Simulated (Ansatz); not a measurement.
A made-up structure of Si$_{2}$NH$_{6}$ (charge -1), closed shell:

```
atom    x (Å)    y (Å)    z (Å)
  N1  -1.8447   0.3863  -0.8170
 Si2  -0.2422   0.7269  -0.6008
 Si3   0.6712  -0.8946   0.8479
  H4  -2.3600   1.0146  -1.4258
  H5   0.7623   0.6882  -1.7603
  H6   0.2315   2.0239   0.0688
  H7   2.1382  -0.6895   1.1270
  H8   0.5947  -2.3082   0.3465
  H9  -2.1748  -0.0438   0.0470
```

It is relaxed with PBE-D4/def2-SVPD and then PBE0-D4/def2-TZVPD (Ansatz 0.2.0). Atoms count as bonded within 1.22 times the sum of their covalent radii (H–H: 0.88 Å). The end point is not checked to be a true minimum.

(1) Does its bonding change? (Judge from chemistry; the calculation decides.)

Results:

(1) Computed: No: no bond forms or breaks.

Where it ends: The first stage lowers the energy by 1.29 eV in 11 steps. It ends as Si₂NH₆ ([NH2][SiH2][SiH2]), total charge -1:
```
9
angstrom
N -1.7946 0.3835 -0.8297
Si -0.0595 0.5192 -0.5097
Si 0.5520 -1.0758 1.0933
H -2.2576 1.1481 -1.3003
H 0.5230 0.5666 -1.9056
H 0.2474 1.9259 -0.0192
H 1.9711 -0.5081 1.2304
H 0.9216 -2.1720 0.0867
H -2.3273 0.1166 -0.0128
```

Labels in which every atom is bracketed show which atoms are joined, not bond orders.

For scale, one of the runs: PBE0-D4/def2-TZVPD relaxation, 177 basis functions, launched by `ansatz run in.yaml --threads 2 --pin off --events-out ev --progress --plain --max-ram 4352MiB`. Hardware: 2 CPU threads of an AMD EPYC 7B13, shared host. Wall time about 36 s.
